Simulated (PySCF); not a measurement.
Peak assignment

Atoms are numbered as in `[CH3:1][C:2](=[O:3])[CH:4]([CH3:5])[CH3:6]`; H(Xn) means a hydrogen on atom n.

Averaged over atoms made equivalent by symmetry, fast rotation or ring inversion, one conformer, non-relativistic, no solvent. PBE0/pcSseg-1 with gauge-including orbitals; geometry from GFN2-xTB; PySCF 2.14.0 with density-fitted response routines.

Referencing at the same level of theory: TMS for ¹³C (σref 186.93), ¹H (σref 31.72).

Task: Assign these signals to the numbered atoms. ¹³C{¹H} NMR (computed): δ 217.1 (C), 43.9 (CH), 31.5 (CH3), 20.7 (CH3).

Result: 
| δ (ppm) | atoms | environment | reason |
| --- | --- | --- | --- |
| 217.1 | C2 | ketone carbonyl carbon | low-lying n→π* states of the double bond to the heteroatom give a large paramagnetic term (-281 ppm) |
| 43.9 | C4 | sp3 CH α to a carbonyl | α to the electron-withdrawing carbonyl group |
| 31.5 | C1 | methyl carbon α to a carbonyl | the adjacent C=O deshields it moderately |
| 20.7 | C5/C6 | methyl carbon | saturated and bonded to C and H only |

Task: Assign these signals to the numbered atoms. ¹H NMR (600 MHz, computed): δ 2.47 (sept, 1H), 2.18 (s, 3H), 1.08 (d, 6H).

Result: 
2.47 → H(C4), hydrogen on an sp3 CH α to a carbonyl: α to C=O
2.18 → H(C1), hydrogen on a methyl carbon α to a carbonyl: α to C=O
1.08 → H(C5)/H(C6), hydrogen on a methyl carbon

Shifts are as computed. Against solution values, carbons near 30 ppm lie about +3 ppm off and those near 130 ppm about +5 ppm. Of 246 compounds with measured shifts, 49 miss one by over three times the rms of a fit or turn the order of signals round; such compounds aren't used in these exercises. Multiplicities follow the n + 1 count of equivalent neighbours, as no J values were calculated; m marks all less simple cases, F and P coupling included.
